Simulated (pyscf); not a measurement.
Optimised with ωB97X-D3(BJ)/def2-SVP in PySCF. MP2 and CC: frozen core, UHF for open shells. ΔMP2 is the change of the MP2 total energy from the triple- to the quadruple-zeta basis.

Problem. Estimate by transition-state theory (the high-pressure limit) the rate constant of `[O]=[PH]` + `[PH3]` → `[OH][PH][PH2]` (singlet surface; H–P broken, H–O, P–P formed) at 600 K, with CCSD(T)/def2-TZVPP + ΔMP2(QZVPP) energies (ideal gas, 1 atm, RRHO with modes under 100 cm⁻¹ raised to 100, one conformer, R ln 2 for rigid chiral ones; no tunnelling).

Solution. The electronic barrier is 16.1 kcal/mol and the thermal terms add +21.8, so ΔG‡ = 37.9 kcal/mol. With k_BT/h = 1.25e+13 s⁻¹ and RT = 1.192 kcal/mol, and a volume of 8.18e-20 cm³ per molecule at 1 atm, k = 1.5e-20 cm³ molecule⁻¹ s⁻¹. The product is born with the 47 kcal/mol of the reverse barrier and needs collisions to keep. Wigner's tunnelling factor for 1418i cm⁻¹ would be 1.48, likely too low at so high a frequency. A shift of 1 kcal/mol in the barrier changes k by a factor 2.3. On the reactant side the descent ends in a bound adduct, 8.6 kcal/mol under the separated species and 20.1 kcal/mol under the saddle at ωB97X-D3(BJ)/def2-TZVP. At ωB97X-D3(BJ) the barrier from the zero used here is 11.5 kcal/mol. One saddle was located; it need not be the lowest between these sides. The CCSD(T) − MP2 part came from Ansatz, without density fitting, on the same reference.
